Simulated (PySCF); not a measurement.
The numbers below are computed, except where a source is named.
## C2H4ClO

C2H4ClO is a small molecule (built as: C site whose three back bonds go to CH3, OH, Cl), neutral, doublet. The structure, one conformer, was relaxed in the gas phase by PBE0-D3(BJ)/def2-SVP. No frequency run checks that it is a minimum.

SMILES: C[C](O)Cl

```xyz
8

C     0.569    0.381   -0.335
C    -0.795   -0.155   -0.089
O     1.638   -0.323    0.088
Cl    0.769    2.100   -0.130
H    -1.056   -0.154    0.990
H    -1.548    0.448   -0.613
H    -0.869   -1.191   -0.460
H     1.340   -1.132    0.521
```
Atoms count from 1 in this order.

EPR values by unrestricted B3LYP, IGLO-III on C Cl O, pcH-1 on H.

Problem. Predict g and the largest hyperfine couplings. Where does the spin sit?

Solution. g = 2.0015, 2.0051, 2.0073. The spin sits on C1 (84 %, bonded to 1 C + 1 Cl + 1 O) by Mulliken populations.
| atom | isotope | isotropic (MHz) | dipolar, principal values (MHz) |
| --- | --- | --- | --- |
| C1 | 13C | 318.2 | -72.5, -71.3, 143.9 |
| H5 | 1H | 106.6 | -3.7, -2.9, 6.5 |
| O3 | 17O | -49.5 | -43.8, 21.4, 22.4 |
| Cl4 | 35Cl | 27.3 | -25.7, -17.5, 43.2 |
| H8 | 1H | 18.3 | -11.0, -5.5, 16.5 |
| H7 | 1H | 21.0 | -5.5, -4.5, 10.0 |

Problem. How do the isotropic couplings move with BHandHLYP?

Solution. C1 318.2 to 357.8 MHz, H5 106.6 to 109.8 MHz, O3 -49.5 to -52.8 MHz, Cl4 27.3 to 27.4 MHz.
